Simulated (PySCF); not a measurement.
HO, SMILES [OH] (connectivity only; charge and spin as stated), charge -1, multiplicity 1. The structure is a stationary point at PBE-D3(BJ)/def2-TZVPD. The multiplicity is an assumed one; other spin states were not compared.

All values below come from PBE-D3(BJ)/def2-TZVPD run with PySCF.

Harmonic wavenumbers (cm⁻¹): 3646. Rotational constants (GHz): 559.8 (linear); symmetry number 1.

### Question
Work out the zero-point energy and the ideal-gas rigid-rotor harmonic-oscillator thermochemistry at 298.15 K and 1 atm.

### Answer
ZPE = ½ Σ hcν = ½ × 3646 cm⁻¹ = 5.21 kcal/mol. H − E(el) = 7.29 kcal/mol. Entropy in cal/(mol K): translation 34.44, rotation 6.77, vibration 0.00, total 41.21. G − E(el) = -5.00 kcal/mol. Cp = 6.96 cal/(mol K).
